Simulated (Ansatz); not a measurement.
The pair A = NH3 (SMILES N) (first 4 atoms), B = NH3 (SMILES N); geometry from NCB31 set.
(charge 0, multiplicity 1):
```xyz
8

N      1.575     0.000    -0.043
H      2.131     0.814    -0.287
H      1.496    -0.003     0.970
H      2.132    -0.812    -0.291
N     -1.688     0.000     0.105
H     -2.126    -0.813    -0.317
H     -2.127     0.812    -0.318
H     -0.714     0.001    -0.192
```

Frozen-core correlation. MP2 and its Hartree–Fock in aug-cc-pVQZ are density fitted.

Programs: Ansatz (Gaussian orbitals). 

The counterpoise-corrected interaction energy is E(AB) − E(A in the pair's basis) − E(B in the pair's basis). Total energies (hartree):

| level | AB | A in the pair's basis | B in the pair's basis |
|---|---|---|---|
| HF/aug-cc-pVTZ | -112.4426811 | -56.2200842 | -56.2200292 |
| MP2/aug-cc-pVTZ | -112.9262672 | -56.4607622 | -56.4606949 |
| HF/aug-cc-pVQZ | -112.4499299 | -56.2237044 | -56.2236428 |
| MP2/aug-cc-pVQZ | -112.9604219 | -56.4777742 | -56.4776898 |
| CCSD(T)/aug-cc-pVTZ | -112.9663263 | -56.4807913 | -56.4807334 |

**Question.** Work out the counterpoise-corrected interaction energy at the basis-set limit: extrapolate the MP2 correlation part as X⁻³, take Hartree–Fock from the larger set, and add the CCSD(T) − MP2 difference of aug-cc-pVTZ.

**Answer.** 
1. Differences (1 hartree = 627.509 kcal/mol): HF/aug-cc-pVTZ -1.611; MP2/aug-cc-pVTZ -3.018; HF/aug-cc-pVQZ -1.621; MP2/aug-cc-pVQZ -3.111; CCSD(T)/aug-cc-pVTZ -3.013.
2. Correlation parts, MP2 less HF: -1.407 in aug-cc-pVTZ (X = 3), -1.490 in aug-cc-pVQZ (X = 4).
3. Limit (4³·(-1.490) − 3³·(-1.407))/(4³ − 3³) = -1.551; with HF/aug-cc-pVQZ it gives -3.172.
4. CCSD(T) less MP2 in aug-cc-pVTZ: 0.005.
Result: -3.17 kcal/mol, against -3.02 at MP2/aug-cc-pVTZ. It is an estimate of this method's limit, not of the exact value.

Ansatz is a program for electronic structure.
